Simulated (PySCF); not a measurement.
Gas-phase reaction: c-Si3H6 + 6 CH3 = 3 (CH3)2SiH2

Energies from PySCF, thermal terms from the rigid-rotor harmonic-oscillator model, ideal gas at 1 bar. † marks an energy on the PBE0/def2-TZVP geometry and frequencies; other levels use their own. MP2 freezes the core. 6-31G* has spherical d functions here. Open shells (unrestricted): CH3 (multiplicity 2); the rest are closed-shell singlets. B3LYP is the form with VWN-RPA correlation. c-Si3H6: computed as isolated molecules; such fragments, hydroxides, amides, oligomers or adducts are transient or little studied in the gas. MP2 isn't extrapolated to the basis-set limit; its ΔH°(298 K) is -1401.1 kJ in def2-SVP and -1445.2 kJ in def2-TZVPP. The harmonic model lacks anharmonicity and excited electronic states, which grow with temperature; levels with a mode under 35 cm⁻¹ are left out. Internal rotation in (CH3)2SiH2 is treated as a harmonic vibration of one conformer, which makes the entropy rough.

```csv
level,"ΔE electronic, kJ","ΔH°(298 K), kJ","ΔS°(298 K), J/K","ΔG°(800 K), kJ"
B3LYP/6-31G*,-1419,-1335,-585,-856
MP2/def2-TZVPP†,-1526,-1445,-584,-969
PBE0/def2-TZVP,-1427,-1347,-584,-871
r2SCAN/def2-TZVP†,-1369,-1288,-584,-812
ωB97X-V/def2-TZVP†,-1501,-1421,-584,-945
```
ΔH° is lowest at MP2/def2-TZVPP† and highest at r2SCAN/def2-TZVP†. No reference value is set beside these.
